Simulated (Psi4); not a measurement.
# ClF (chlorine monofluoride): B3LYP/6-311G(d,p) (sweep point 6)

Aim: the energy change on altering one bond length of ClF (chlorine monofluoride) at B3LYP/6-311G** (sweep point 6), from 2 runs. The job is set up through a Python script.

Program for the calculation: Psi4 1.11.

1 further run of the same task is left out (it didn't finish).

## (1) The structure to begin with

ClF has 2 atoms, charge 0, and is taken as a singlet. As SMILES, `FCl`. The coordinates come from a PBE0-D4/def2-TZVP relaxation.

Bond lengths: F1–Cl2 1.620 Å.

## (2) A single-point energy at B3LYP/6-311G(d,p) (sweep point 6)

Contents of job.py:

```python
import psi4

psi4.set_memory(1600000000)
psi4.set_num_threads(1)
psi4.core.set_output_file('clf.out', False)

mol = psi4.geometry("""
0 1
F      0.000000     0.000000     0.031290
Cl     0.000000     0.000000     1.650960
symmetry c1
""")

options = {'basis': '6-311G**', 'puream': True, 'scf_type': 'pk', 'dft_radial_points': 99, 'dft_spherical_points': 590}
psi4.set_options(options)

energy_value, wavefunction = psi4.energy('b3lyp', molecule=mol, return_wfn=True)
print(f'total energy {energy_value:.8f} hartree = {energy_value * 27.211386:.5f} eV')
```

Command:

```
$ python job.py
```

clf.out:

```text
[...]
  Running in c1 symmetry.
[...]
  Nuclear repulsion =   49.988030421326577
[...]
  Multiplicity = 1
[...]
  Nalpha       = 13
  Nbeta        = 13
[...]
    Number of basis functions: 44
[...]
   @RKS iter   1:  -559.97803140288954   -1.08916e-01   6.57446e-03 ADIIS/DIIS
[...]
   @RKS iter   7:  -559.99979126320511   -1.71165e-08   9.10961e-07 DIIS
[...]
    Orbital Energies [Eh]
    ---------------------
    Doubly Occupied:
       1A   -101.638344     2A    -24.720563     3A     -9.547538
       4A     -7.318734     5A     -7.299324     6A     -7.299324
       7A     -1.249745     8A     -0.840708     9A     -0.542264
      10A     -0.490752    11A     -0.490752    12A     -0.334989
      13A     -0.334989
[...]
  @RKS Final Energy:  -559.99979126320511
   => Energetics <=
    Nuclear Repulsion Energy =             49.9880304213265774
    One-Electron Energy =                -873.5499029264094588
    Two-Electron Energy =                 294.7401298162586158
    DFT Exchange-Correlation Energy =     -31.1780485743807851
    Empirical Dispersion Energy =           0.0000000000000000
    VV10 Nonlocal Energy =                  0.0000000000000000
    Total Energy =                       -559.9997912632051111
[...]
 Multipole Moments:
 ------------------------------------------------------------------------------------
     Multipole            Electronic (a.u.)      Nuclear  (a.u.)        Total (a.u.)
 ------------------------------------------------------------------------------------
 L = 1.  Multiply by 2.5417464519 to convert [e a0] to [Debye]
 Dipole X            :          0.0000000            0.0000000            0.0000000
 Dipole Y            :         -0.0000000            0.0000000           -0.0000000
 Dipole Z            :         -0.0350796            0.4680760            0.4329964
 Magnitude           :                                                    0.4329964
[...]
```

Standard output:

```text
total energy -559.99979126 hartree = -15238.37048 eV
```

It took 2.9 s on 1 thread of Intel Xeon Platinum 8488C (Sapphire Rapids), shared host; peak memory 0.32 GiB.

## (3) The distorted shape, same level

Contents of run.py:

```python
import psi4

psi4.set_memory('1600 MB')
psi4.set_num_threads(1)
psi4.set_output_file('output.dat', False)

molecule = psi4.geometry("""
F      0.000000     0.000000    -1.264440
Cl     0.000000     0.000000     1.650960
units angstrom
symmetry c1
""")

psi4.set_options({
    'basis': '6-311G**',
    'puream': True,
    'scf_type': 'pk',
    'dft_radial_points': 99,
    'dft_spherical_points': 590,
})

e_tot, wfn = psi4.energy("b3lyp", return_wfn=True)
print('E =', round(e_tot, 9))
for k, v in sorted(psi4.core.scalar_variables().items()):
    print(f'{k:45s} {v:18.10f}')
```

Command:

```
$ python run.py
```

output.dat:

```text
[...]
  Running in c1 symmetry.
[...]
  Nuclear repulsion =   27.771185165846884
[...]
  Multiplicity = 1
[...]
  Nalpha       = 13
  Nbeta        = 13
[...]
    Number of basis functions: 44
[...]
   @RKS iter   1:  -559.58070277523575   -1.09343e-01   1.52274e-02 DIIS/ADIIS
[...]
   @RKS iter  21:  -559.87008721479538    5.10113e-10   7.62209e-07 DIIS
[...]
    Orbital Energies [Eh]
    ---------------------
    Doubly Occupied:
       1A   -101.665286     2A    -24.709156     3A     -9.571488
       4A     -7.342706     5A     -7.323882     6A     -7.323882
       7A     -1.138652     8A     -0.868859     9A     -0.414298
      10A     -0.411790    11A     -0.411790    12A     -0.388846
      13A     -0.388846
[...]
  @RKS Final Energy:  -559.87008721479538
   => Energetics <=
    Nuclear Repulsion Energy =             27.7711851658468838
    One-Electron Energy =                -829.2517146451641565
    Two-Electron Energy =                 272.6382822193434663
    DFT Exchange-Correlation Energy =     -31.0278399548214594
    Empirical Dispersion Energy =           0.0000000000000000
    VV10 Nonlocal Energy =                  0.0000000000000000
    Total Energy =                       -559.8700872147953760
[...]
 Multipole Moments:
 ------------------------------------------------------------------------------------
     Multipole            Electronic (a.u.)      Nuclear  (a.u.)        Total (a.u.)
 ------------------------------------------------------------------------------------
 L = 1.  Multiply by 2.5417464519 to convert [e a0] to [Debye]
 Dipole X            :          0.0000000            0.0000000            0.0000000
 Dipole Y            :          0.0000000            0.0000000            0.0000000
 Dipole Z            :         -0.0740490            0.8425351            0.7684861
 Magnitude           :                                                    0.7684861
[...]
```

Standard output:

```text
E = -559.870087215
CURRENT ENERGY                                   -559.8700872148
CURRENT REFERENCE ENERGY                         -559.8700872148
DD SOLVATION ENERGY                                 0.0000000000
DFT FUNCTIONAL TOTAL ENERGY                      -559.8700872148
DFT TOTAL ENERGY                                 -559.8700872148
DFT VV10 ENERGY                                     0.0000000000
DFT XC ENERGY                                     -31.0278399548
GRID ELECTRONS ALPHA                               12.9999995895
GRID ELECTRONS BETA                                12.9999995895
GRID ELECTRONS TOTAL                               25.9999991790
NUCLEAR REPULSION ENERGY                           27.7711851658
ONE-ELECTRON ENERGY                              -829.2517146452
PCM POLARIZATION ENERGY                             0.0000000000
PE ENERGY                                           0.0000000000
SCF ITERATION ENERGY                             -559.8700872148
SCF ITERATIONS                                     21.0000000000
SCF TOTAL ENERGY                                 -559.8700872148
TWO-ELECTRON ENERGY                               272.6382822193
XC GRID RADIAL POINTS                              99.0000000000
XC GRID SPHERICAL POINTS                          590.0000000000
XC GRID TOTAL POINTS                           110362.0000000000
```

Run time: 4.8 s. Hardware: 1 thread of Intel Xeon Platinum 8488C (Sapphire Rapids), shared host; peak memory 0.3 GiB.

## (4) Summary of results

At B3LYP/6-311G** (sweep point 6):

```
                                                          quantity          value
                                         first shape: total energy  -559.99979 Eh
                                        first shape: dipole moment         1.10 D
                                          first shape: HOMO energy       -9.12 eV
                                          first shape: LUMO energy       -3.25 eV
                                        first shape: HOMO–LUMO gap        5.86 eV
                                     distorted shape: total energy  -559.87009 Eh
                                    distorted shape: dipole moment         1.95 D
                                      distorted shape: HOMO energy      -10.58 eV
                                      distorted shape: LUMO energy       -9.09 eV
                                    distorted shape: HOMO–LUMO gap        1.49 eV
energy change with the F1–Cl2 bond stretched from 1.620 to 2.915 Å       3.529 eV
```

What this shows: One bond (distorted shape) is far stretched, which a spin-restricted single reference describes badly; a broken-symmetry solution may lie lower. With the F1–Cl2 bond stretched from 1.620 to 2.915 Å the energy rises by 3.53 eV (81 kcal/mol). The first shape isn't relaxed at this level, so the change isn't measured from a minimum. A restricted reference can't describe the breaking bond well at this length.
